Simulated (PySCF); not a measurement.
Results of LNO-CCSD(T) (GTH pseudopotentials, Gaussian basis, DZ basis; PySCF) for rock-salt LiCl.

The same calculation (at the measured cell, 16.974 Å³/atom) with different numerical settings; throughout: k mesh 2×2×2:

| run | LNO threshold | total energy (eV/atom) | rough time |
|---|---|---|---|
| 1 | 3e-05 | -305.9527 | 100 core-s |
| 2 | 1e-05 | -305.9387 | 6 core-min |
| 3 | 3e-06 | -305.9366 | 30 core-min |

In the column total energy (eV/atom) the first row differs from the last by -0.0161 and the next to last by -0.0021.

The last row is no converged limit: other settings stay fixed.
